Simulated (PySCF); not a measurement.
**Heteronuclear NMR**

Molfile (atoms numbered from 1):
```
C4H5FO
     RDKit          3D

 11 10  0  0  0  0  0  0  0  0999 V2000
    1.8488   -0.2180   -0.3536 C   0  0  0  0  0  0  0  0  0  0  0  0
    0.7829    0.0900    0.3590 C   0  0  0  0  0  0  0  0  0  0  0  0
   -0.5490    0.4283   -0.2380 C   0  0  0  0  0  0  0  0  0  0  0  0
   -1.6638   -0.3204    0.4120 C   0  0  0  0  0  0  0  0  0  0  0  0
   -1.6779   -1.0207    1.3584 O   0  0  0  0  0  0  0  0  0  0  0  0
   -2.8349   -0.0892   -0.2627 F   0  0  0  0  0  0  0  0  0  0  0  0
    1.8272   -0.2444   -1.4312 H   0  0  0  0  0  0  0  0  0  0  0  0
    2.7917   -0.4505    0.1092 H   0  0  0  0  0  0  0  0  0  0  0  0
    0.8200    0.1072    1.4390 H   0  0  0  0  0  0  0  0  0  0  0  0
   -0.5709    0.2254   -1.3118 H   0  0  0  0  0  0  0  0  0  0  0  0
   -0.7687    1.4950   -0.1064 H   0  0  0  0  0  0  0  0  0  0  0  0
  1  2  2  0
  2  3  1  0
  3  4  1  0
  4  5  2  0
  4  6  1  0
  1  7  1  0
  1  8  1  0
  2  9  1  0
  3 10  1  0
  3 11  1  0
M  END
```

Computed data (PySCF 2.14.0 with density-fitted response routines): coordinates at the GFN2-xTB level, PBE0/pcSseg-1 with gauge-including orbitals, J: B3LYP/pcJ-1 (spin–dipole term only in couplings to heteroatoms). No solvent, no relativistic terms, equivalent nuclei averaged, a single conformation.

Q: Predict the ¹⁹F NMR data.

A: 
```
atoms           environment  σ (ppm)  δ (ppm)
   F6  fluorine bonded to C    115.7     41.7
```

Shieldings were converted by a linear fit to measured shifts: ¹⁹F (scatter 6.0 ppm rms, 7.0 ppm with the 5 outliers that the fit left out vs CFCl3, solution or neat liquid, with a term for F on sp3 carbon). Occasional misses reach two or three times the rms, and more in compound classes unlike the fitted ones. Couplings are scaled by factors fitted to measured values: ²J(H,H) × 0.95 (rms 1.3 Hz), ³J(H,H) × 0.92 (rms 0.5 Hz), ¹J(C,F) × 0.77 (rms 8.7 Hz), ²J(C,F) × 1.14 (rms 1.9 Hz, 10.1 with 1 outliers), ³J(C,F) × 1.46 (rms 1.5 Hz); all others are unscaled and can be 10–30 % off.

Couplings (the largest are listed; each averaged over equivalent pairs): ¹J(C4,F6) = -321.4 Hz, ²J(O5,F6) = 63.5 Hz, ²J(C3,F6) = 61.0 Hz, ³J(C2,F6) = 6.8 Hz, ³J(F6,H10) = -5.9 Hz.

On a 600 MHz spectrometer ¹⁹F resonates near 564.6 MHz, so 1 ppm is 564.6 Hz.

Q: Where does ¹⁷O resonate?

A: 
```json
{"atoms": "O5", "environment": "carbonyl oxygen", "σ (ppm)": "-118.5", "δ (ppm)": "374.7"}
```

Shieldings were converted by a linear fit to measured shifts: ¹⁷O (scatter 10.7 ppm rms, 12.2 ppm with the 3 outliers that the fit left out vs liquid water, solution or neat liquid). A few per cent of atoms miss by over 2 rms, more outside the fitted compound classes. Couplings are scaled by factors fitted to measured values: ²J(H,H) × 0.95 (rms 1.3 Hz), ³J(H,H) × 0.92 (rms 0.5 Hz), ¹J(C,F) × 0.77 (rms 8.7 Hz), ²J(C,F) × 1.14 (rms 1.9 Hz, 10.1 with 1 outliers), ³J(C,F) × 1.46 (rms 1.5 Hz); all others are unscaled and can be 10–30 % off.

Couplings (the largest are listed; each averaged over equivalent pairs; quadrupolar broadening usually hides them): ¹J(C4,O5) = 24.3 Hz, ²J(O5,F6) = 63.5 Hz, ³J(O5,H10) = -1.6 Hz.

On a 300 MHz spectrometer ¹⁷O resonates near 40.7 MHz, so 1 ppm is 40.7 Hz.
